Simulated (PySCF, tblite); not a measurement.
## A complex of Li+ and 3 × ammonia

A gas-phase complex of Li+ and 3 × ammonia; charge +1, singlet. The structure comes from a short search (6 tight-binding starts) and was relaxed by PBE0-D3(BJ)/def2-TZVPD; another way of binding may lie lower. No frequency run checks that it is a minimum.

```json
{"part": "1", "name": "Li+", "SMILES": "[Li+]", "atoms": "1", "charge": "+1", "multiplicity": "1"}
{"part": "2", "name": "ammonia", "SMILES": "N", "atoms": "2–5", "charge": "0", "multiplicity": "1"}
{"part": "3", "name": "ammonia", "SMILES": "N", "atoms": "6–9", "charge": "0", "multiplicity": "1"}
{"part": "4", "name": "ammonia", "SMILES": "N", "atoms": "10–13", "charge": "0", "multiplicity": "1"}
```

```csv
atom,part,x (Å),y (Å),z (Å)
Li1,1,-0.251,0.172,-0.900
N2,2,1.700,-0.397,-0.855
H3,2,2.135,-0.263,0.054
H4,2,1.839,-1.379,-1.077
H5,2,2.284,0.113,-1.511
N6,3,-1.652,-0.902,0.111
H7,3,-1.867,-0.516,1.027
H8,3,-2.545,-0.962,-0.372
H9,3,-1.374,-1.864,0.284
N10,4,-0.766,1.835,-1.958
H11,4,-1.679,2.208,-1.712
H12,4,-0.117,2.606,-1.829
H13,4,-0.801,1.677,-2.961
```

Contacts between parts, classed by geometry: Li1···N2 2.033 Å (ion contact); Li1···N6 2.034 Å (ion contact); Li1···N10 2.037 Å (ion contact).

Interaction energies are complex less parts, with the parts frozen as they stand in it; counterpoise-corrected, in kcal/mol (PySCF).

Question: Give the interaction energy at each level run.

Answer: 
| level | interaction | superposition error removed |
| --- | --- | --- |
| wB97M-D3(BJ)/def2-TZVPD | -99.60 | -0.59 |
| PBE0-D3(BJ)/def2-TZVPD | -100.65 | -0.48 |

Question: What holds them together? Decompose the wB97M-D3(BJ)/def2-TZVPD energy: frozen parts, their antisymmetrised product, then relaxation.

Answer: electrostatic -107.5, Pauli repulsion +39.0, orbital relaxation -28.5, dispersion correction -3.2 kcal/mol, which sum to the value before the counterpoise correction; the Pauli term holds the exchange-correlation of the frozen density too. Of the attraction, 77 % is electrostatic, 20 % is orbital relaxation, 2 % is dispersion correction.

Question: Are the pair energies additive?

Answer: The pairs sum to -113.34 kcal/mol (1–2 -40.6, 1–3 -40.6, 1–4 -40.5, 2–3 2.8, 2–4 2.8, 3–4 2.7); the rest of +13.74 is a many-body weakening.

The parts were also relaxed and run alone, at the levels used for the complex: shieldings by PBE0/pcSseg-2; core levels by delta-SCF with SCAN, pcX-2 on the ionised atom and pcseg-1 elsewhere, spin-free X2C.

Values alone: shielding of Li1 (ppm): 95.2; shielding of N2 (ppm): 263.7; shielding of N6 (ppm): 263.7; N2 1s core level (eV): 405.54; N6 1s core level (eV): 405.54.

Question: How do these values change when the complex forms?

Answer: 
```csv
property,alone,in the complex,change
shielding of Li1 (ppm),95.2,88.1,-7.1
shielding of N2 (ppm),263.7,257.7,-6.0
shielding of N6 (ppm),263.7,257.8,-5.9
N2 1s core level (eV),405.54,410.54,+5.00
N6 1s core level (eV),405.54,410.54,+5.00
```

The 5 runs behind this took 5.3 min in all, one thread each of Arm Neoverse N1 on a shared host, launched as `OMP_NUM_THREADS=1 python cluster_run.py task.json out`.
